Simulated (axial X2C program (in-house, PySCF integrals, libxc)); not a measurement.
# All-electron X2C curves of SMg⁺, part 2 of 2

Computed with an in-house X2C program for linear molecules on PySCF integrals; all-electron X2C, S dyall-av3z, Mg dyall-cv3z. Earlier steps stand in the parts before.

## 9. PBE0, 2c

State followed: Ω = 3/2 (excess of +ω over −ω: ω = 3/2). The scan is laid around 2.244 Å, a first estimate of the minimum, and this SCF restarts from the orbitals of the search.

Output at 2.244 Å:

```text
two-component X2C + atomic mean field  PBE0
basis functions 146  fitting functions 625  grid points 4360
iter        total energy     max residual
   1       -598.758424279     9.45e-01
   2       -599.072690887     7.37e-03
   3       -599.072145419     5.33e-03
   4       -599.073564562     9.93e-04
   5       -599.073591686     2.06e-04
   6       -599.073592918     2.60e-05
   7       -599.073592933     7.96e-06
   8       -599.073592934     1.52e-06
converged
one-electron -915.01300169  Coulomb 312.60150036  exact exchange -10.24825507  xc functional -31.60975245  nuclear repulsion 45.27719452  atomic mean-field constant -0.08127860
```

Along the bond, energies from the lowest point:

```
R (Å)  E (eV)  μ (D)  HOMO (eV)  LUMO (eV)  iterations
1.952  0.7137   7.88     -12.81     -10.25          11
2.042  0.2945   8.18     -12.58     -10.03          11
2.109  0.1151   8.40     -12.42      -9.88          11
2.177  0.0236   8.59     -12.28      -9.74          12
2.244  0.0000   8.78     -12.15      -9.61           8
2.322  0.0370   8.98     -12.01      -9.47          12
2.401  0.1249   9.15     -11.89      -9.35          12
2.502  0.2883   9.34     -11.77      -9.39          15
2.626  0.5317   9.47     -11.65      -9.50          15
2.805  0.9058   9.35     -11.57      -9.58          16
```

Dipoles are positive if Mg is the positive end and refer to the centre of mass.

Outer spinors at the reference distance:

```json
{"ω": "1/2", "occupied": "yes", "ε (eV)": "-24.51", "atomic character": "79% S s, 9% Mg p, 6% Mg d", "λ mixture": "100% σ"}
{"ω": "-1/2", "occupied": "yes", "ε (eV)": "-23.18", "atomic character": "78% S s, 9% Mg p, 6% Mg d", "λ mixture": "100% σ"}
{"ω": "1/2", "occupied": "yes", "ε (eV)": "-14.13", "atomic character": "73% S p, 18% Mg s, 4% S s", "λ mixture": "100% σ"}
{"ω": "-1/2", "occupied": "yes", "ε (eV)": "-13.74", "atomic character": "70% S p, 21% Mg s, 4% S s", "λ mixture": "100% σ"}
{"ω": "-1/2", "occupied": "yes", "ε (eV)": "-13.26", "atomic character": "88% S p, 5% Mg p, 5% Mg d", "λ mixture": "100% π"}
{"ω": "3/2", "occupied": "yes", "ε (eV)": "-13.21", "atomic character": "88% S p, 5% Mg p, 5% Mg d", "λ mixture": "100% π"}
{"ω": "1/2", "occupied": "yes", "ε (eV)": "-12.15", "atomic character": "86% S p, 7% Mg p, 5% Mg d", "λ mixture": "100% π"}
{"ω": "-3/2", "occupied": "no", "ε (eV)": "-9.61", "atomic character": "83% S p, 10% Mg p, 5% Mg d", "λ mixture": "100% π"}
{"ω": "1/2", "occupied": "no", "ε (eV)": "-9.14", "atomic character": "49% Mg s, 29% Mg p, 14% S p", "λ mixture": "100% σ"}
{"ω": "-1/2", "occupied": "no", "ε (eV)": "-9.14", "atomic character": "45% Mg s, 31% Mg p, 16% S p", "λ mixture": "100% σ"}
{"ω": "-1/2", "occupied": "no", "ε (eV)": "-5.80", "atomic character": "78% Mg p, 10% S d, 6% S p", "λ mixture": "100% π"}
```

PBE0 fields in the half plane through the axis: z from -2.4 to 4.5 Å across, distance from the axis 0.15 to 2.25 Å upwards; S lies at z = 0 and Mg at z = 2.244 Å; the ELF is damped to zero where the density is low.

log10 density (e/bohr³). Ten even steps from '0' (-5.32 ) to '9' (1.22 ):
```
011222333333332222211000
012233334443333332221100
112334444444444333322110
123344555555444443332211
223445566655555444433221
233455666666555665433221
234456677766666776543321
234556789876667997643321
```

ELF. Ten even steps from ' ' (0.00 ) to '@' (0.89 ):
```
                ..                              
          ..::::::::::::::::::::::..            
        ::--++++++++======++++==--::::          
      ::==**##%%%%##******##++::......::..      
    ..==**%%@@@@@@@@%%%%%%**..          ..      
    ::++%%@@@@@@%%%%@@@@%%::  ..::      ....    
    --**%%@@@@......%%@@%%  --@@@@**      ..    
  ..--##@@@@==**%%**--@@##  %%####@@::    ..    
```

Re = 2.238 Å, ωe = 481 cm⁻¹, ωexe = 2.13 cm⁻¹, Be = 0.2456 cm⁻¹, De = 1.99 eV, μ = 8.76 D.

## 10. HF, 2c

Output at 2.244 Å:

```text
two-component X2C + atomic mean field  HF
basis functions 146  fitting functions 625  grid points 4360
iter        total energy     max residual
   1       -598.208605708     6.31e-02
   2       -598.220446134     3.04e-03
   3       -598.220909601     1.03e-03
   4       -598.220988581     6.00e-04
   5       -598.221010926     2.59e-04
   6       -598.221015040     1.56e-04
   7       -598.221016997     7.17e-05
   8       -598.221017665     6.55e-05
   9       -598.221018275     4.24e-05
  10       -598.221018628     1.51e-05
  11       -598.221018680     5.24e-06
  12       -598.221018684     1.60e-06
  13       -598.221018684     6.50e-07
converged
one-electron -914.99842558  Coulomb 312.63907586  exact exchange -41.05758487  xc functional 0.00000000  nuclear repulsion 45.27719452  atomic mean-field constant -0.08127860
```

No constants are quoted: the solution changes its character somewhere along the scan, so the fit is set aside.

## 11. M06, 2c

The SCF at the reference distance of 2.244 Å:

```text
two-component X2C + atomic mean field  M06
basis functions 146  fitting functions 625  grid points 4360
iter        total energy     max residual
   1       -599.295625606     2.40e-02
   2       -599.298318934     3.51e-03
   3       -599.298177264     3.80e-03
   4       -599.298802863     4.75e-04
   5       -599.298808580     1.14e-04
   6       -599.298809099     5.74e-05
   7       -599.298809212     7.52e-06
   8       -599.298809215     3.29e-06
   9       -599.298809216     7.25e-07
converged
one-electron -915.27036730  Coulomb 312.88467121  exact exchange -11.07497076  xc functional -31.03405828  nuclear repulsion 45.27719452  atomic mean-field constant -0.08127860
```

Re = 2.224 Å, ωe = 499 cm⁻¹, ωexe = 2.03 cm⁻¹, Be = 0.2487 cm⁻¹, De = 2.24 eV, μ = 9.27 D.

## 12. MP2 and beyond, 2c

Correlated methods: 7 electrons correlated (frozen shells, counted by type: S 2 s, 1 p; Mg 2 s, 1 p), 243 virtual spinors in MP2, 90 natural virtuals in coupled cluster.

Output of the correlated part at 2.244 Å:

```text
correlated 7  virtual 243  natural virtual 90  E(MP2) -0.165628733  MP2 remainder -0.001175433
iter   CCSD correlation   residual
   1     -0.179582919   9.02e-02
   2     -0.184455638   3.50e-02
   3     -0.185400844   1.43e-02
   4     -0.185467383   6.67e-03
   5     -0.185494065   2.74e-03
   6     -0.185493356   1.16e-03
   7     -0.185497052   4.40e-04
   8     -0.185498031   1.70e-04
   9     -0.185496596   6.35e-05
  10     -0.185496986   2.27e-05
  11     -0.185497091   8.77e-06
  12     -0.185497185   3.08e-06
  13     -0.185497190   1.17e-06
(T) -0.008830494  T1 0.0190  D1 0.0318  max T2 0.070
```

MP2: No constants are quoted: the reference changes its character somewhere along the scan, so the fit is set aside.

CCSD: No constants are quoted: the reference changes its character somewhere along the scan, so the fit is set aside.

CCSD(T): No constants are quoted: the reference changes its character somewhere along the scan, so the fit is set aside.

## 13. A higher determinant, 2c

State: Ω = 1/2 (excess of +ω over −ω: ω = 1/2).

Output at the reference distance:

```text
two-component X2C + atomic mean field  PBE0
basis functions 146  fitting functions 625  grid points 4360
iter        total energy     max residual
   1       -598.756809683     9.45e-01
   2       -599.071029765     7.36e-03
   3       -599.070482430     5.34e-03
   4       -599.071906345     9.94e-04
   5       -599.071933486     2.05e-04
   6       -599.071934718     2.58e-05
   7       -599.071934732     7.84e-06
   8       -599.071934734     1.50e-06
converged
one-electron -915.00213699  Coulomb 312.59189740  exact exchange -10.24817488  xc functional -31.60943618  nuclear repulsion 45.27719452  atomic mean-field constant -0.08127860
```

```
R (Å)  E above the lowest PBE0 point (eV)
1.952                               0.759
2.042                               0.339
2.109                               0.160
2.177                               0.069
2.244                               0.045
2.322                               0.082
2.401                               0.171
2.502                               0.334
2.626                               0.578
```

Re = 2.238 Å, ωe = 482 cm⁻¹, ωexe = 2.13 cm⁻¹, Be = 0.2456 cm⁻¹, μ = 8.77 D. Te = 0.05 eV.

## 14. The 2c curves together

Energy (eV) of the followed determinant, 2c, from each level's lowest point:

```
R (Å)   PBE0  HF (jumps)  MP2 (its reference jumps)  CCSD (its reference jumps)  CCSD(T) (its reference jumps)    M06
1.952  0.714       0.755                      0.786                         n/a                            n/a  0.668
2.042  0.294       0.312                      0.336                       0.333                          0.345  0.263
2.109  0.115       0.122                      0.139                       0.138                          0.146  0.093
2.177  0.024       0.025                      0.034                       0.034                          0.038  0.013
2.244  0.000       0.000                      0.000                       0.000                          0.000  0.000
2.322  0.037       0.039                      0.033                       0.027                          0.023  0.051
2.401  0.125       0.127                      0.147                       0.110                          0.103  0.154
2.502  0.288       0.251                      0.488                       0.286                          0.284  0.339
2.626  0.532       0.362                      0.867                         n/a                            n/a  0.611
2.805  0.906       0.479                      1.207                         n/a                            n/a  1.037
```

Time for the job: 50 s (1 thread of Arm Neoverse V2, shared host).

## 15. Constants

What follows sums up all 2 parts.

Lowest determinant that the search found at its distance, spin-free: M_S = 1/2, Λ = 1 (beyond closed shells: π+α, π+β, π-α).

Lowest determinant that the search found at its distance, 2c: Ω = 3/2 (excess of +ω over −ω: ω = 3/2).

```
Hamiltonian  level  Re (Å)  ωe (cm⁻¹)  De (eV)  μ (D)
  spin-free   PBE0   2.238        482     1.97   8.77
  spin-free    M06   2.224        499     2.24   9.27
         2c   PBE0   2.238        481     1.99   8.76
         2c    M06   2.224        499     2.24   9.27
```

Dipoles are positive if Mg is the positive end and refer to the centre of mass. No constants: spin-free HF (the solution changes its character somewhere along the scan, so the fit is set aside); spin-free MP2 (the reference changes its character somewhere along the scan, so the fit is set aside); spin-free CCSD (the reference changes its character somewhere along the scan, so the fit is set aside); spin-free CCSD(T) (the reference changes its character somewhere along the scan, so the fit is set aside); 2c HF (the solution changes its character somewhere along the scan, so the fit is set aside); 2c MP2 (the reference changes its character somewhere along the scan, so the fit is set aside); 2c CCSD (the reference changes its character somewhere along the scan, so the fit is set aside); 2c CCSD(T) (the reference changes its character somewhere along the scan, so the fit is set aside).

Time per point (s) on 1 thread of Arm Neoverse V2, shared host (2c runs); the times are rough: PBE0 0.27, M06 0.39.

**Reading.** At PBE0, going from spin-free to two-component changes Re by 0 mÅ, ωe by -0.1 %, which is small (part of it comes from the scalar share of the two-electron terms). De moves by +0.02 eV; both De rest on single-determinant atoms, which can miss part of an open shell's spin–orbit lowering.

De refers to S + Mg+, each in the lowest determinant found, which need not be this curve's own limit. Each curve is one determinant whose occupation by symmetry is held fixed; it was picked as the lowest of a PBE0 search that is not exhaustive. De is counted from the lowest determinant-based energies of the atoms at the same level, without counterpoise correction. Density functionals use the spin component along the axis (collinear). The meta-GGAs lack a current-density term, which matters for open shells with orbital currents, atoms included.
